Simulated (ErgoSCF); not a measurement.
# BNH2Cl (SMILES N[B]Cl): a chain of runs

Aim: a single-point energy (UB3LYP/STO-3G), then a single-point energy (UB3LYP/cc-pVDZ), then the energy (UB3LYP/cc-pVTZ) of BNH2Cl. 

The calculation is run with ErgoSCF 3.8.

3 further runs of the same task are left out: 3 set aside as unsound or not needed.

### 1 The molecule

BNH2Cl: 5 atoms, total charge 0, spin state doublet. SMILES: `N[B]Cl`. Geometry: relaxed at PBE0-D4/def2-TZVP. This is one conformer, not always the lowest.

Bond lengths: N1–B2 1.376 Å, B2–Cl3 1.746 Å, N1–H4 1.005 Å, N1–H5 1.010 Å. Angles: N1–B2–Cl3 124.3°, B2–N1–H4 122.3°, B2–N1–H5 123.4°, H4–N1–H5 114.3°.

### 2 A single-point energy at UB3LYP/STO-3G (run 1)

Contents of input.xyz:

```xyz
5
BClH2N
N     -0.334000     0.412100    -0.256700
B     -0.098400    -0.544600     0.704400
Cl     1.343200    -1.526200     0.784600
H     -1.176700     0.959900    -0.273100
H      0.315800     0.625100    -1.000600
```

Contents of run.inp:

```
# single point, BClH2N
set_nthreads(1)
scf.convergence_threshold = 1e-06
scf.output_mulliken_pop = 1
spin_polarization = 1
basis = "STO-3G"
charge = 0
scf.use_diagonalization = 1
scf.max_number_of_iterations = 70
tmpdir = "."
molecule "input.xyz"
run "B3LYP-G"
```

The basis set STO-3G is read from a file made from the Basis Set Exchange's data (not shown).

On the command line:

```sh
$ ergo < run.inp
```

Standard output:

```text
[...]
INDF Weighted mixed functional:
[...]
INSC Energy   1 =       -467.80816619945
[...]
INDE E_LUMO =          0.07428266578
[...]
INSC Energy  15 =       -534.93797850201  ( diff     -0.000000001234639 )
[...]
RESC CONVERGED after  15 iterations.
RESC FINAL ENERGY:       -534.93797850201
RESC FINAL <S2> =          0.75332468896
[...]
INSC SCF: dipole_moment_x [atomic units] =      -0.64387957
INSC SCF: dipole_moment_y [atomic units] =       0.91412672
INSC SCF: dipole_moment_z [atomic units] =      -0.60219983
[...]
```

It took 2.8 s on 1 thread of Arm Neoverse V1, shared host; peak memory 0.26 GiB.

### 3 A single-point energy at UB3LYP/cc-pVDZ (run 2)

input.xyz is that of step 2.

run.inp: that of step 2 with these lines changed.

```diff
@@ -5,3 +5,3 @@
 spin_polarization = 1
-basis = "STO-3G"
+basis = "cc-pVDZ"
 charge = 0
```

The basis set cc-pVDZ is read from a file made from the Basis Set Exchange's data (not shown).

On the command line:

```sh
$ ergo < run.inp
```

Standard output:

```text
[...]
INDF Weighted mixed functional:
[...]
INSC Energy   1 =       -233.72523023036
[...]
INDE E_LUMO =         -0.05455292181
[...]
INSC Energy  24 =       -541.04312320295  ( diff     -0.000000000521595 )
[...]
RESC CONVERGED after  24 iterations.
RESC FINAL ENERGY:       -541.04312320295
RESC FINAL <S2> =          0.75251033187
[...]
INSC SCF: dipole_moment_x [atomic units] =      -0.30515407
INSC SCF: dipole_moment_y [atomic units] =       0.79632008
INSC SCF: dipole_moment_z [atomic units] =      -0.71769812
[...]
```

It took 59 s on 1 thread of Arm Neoverse V1, shared host; peak memory 0.26 GiB.

### 4 The energy at UB3LYP/cc-pVTZ (run 3)

input.xyz is that of step 3.

run.inp: that of step 3 with these lines changed.

```diff
@@ -5,3 +5,3 @@
 spin_polarization = 1
-basis = "cc-pVDZ"
+basis = "cc-pVTZ"
 charge = 0
```

The basis set cc-pVTZ is read from a file made from the Basis Set Exchange's data (not shown).

On the command line:

```sh
$ ergo < run.inp
```

Standard output:

```text
[...]
INDF Weighted mixed functional:
[...]
INSC Energy   1 =       -137.87549527100
[...]
INDE E_LUMO =         -0.06448776798
[...]
INSC Energy  22 =       -541.08953305339  ( diff     -0.000000000036152 )
[...]
RESC CONVERGED after  22 iterations.
RESC FINAL ENERGY:       -541.08953305339
RESC FINAL <S2> =          0.75260451000
[...]
INSC SCF: dipole_moment_x [atomic units] =      -0.30582573
INSC SCF: dipole_moment_y [atomic units] =       0.76012545
INSC SCF: dipole_moment_z [atomic units] =      -0.67411562
[...]
```

Wall time 11 min (1 thread of Arm Neoverse V1, shared host); peak memory 0.32 GiB.

### 5 Results

```
                            quantity          value
  run 1, UB3LYP/STO-3G: total energy  -534.93798 Eh
 run 1, UB3LYP/STO-3G: dipole moment         3.23 D
          run 1, UB3LYP/STO-3G: ⟨S²⟩          0.753
 run 2, UB3LYP/cc-pVDZ: total energy  -541.04312 Eh
run 2, UB3LYP/cc-pVDZ: dipole moment         2.83 D
         run 2, UB3LYP/cc-pVDZ: ⟨S²⟩          0.753
 run 3, UB3LYP/cc-pVTZ: total energy  -541.08953 Eh
run 3, UB3LYP/cc-pVTZ: dipole moment         2.70 D
         run 3, UB3LYP/cc-pVTZ: ⟨S²⟩          0.753
```

In words: Mulliken charges (run 2, UB3LYP/cc-pVDZ) run from -0.15 on B2 to +0.11 on H4; they depend strongly on the basis. Mulliken charges (run 3, UB3LYP/cc-pVTZ) run from -0.18 on N1 to +0.18 on H4.
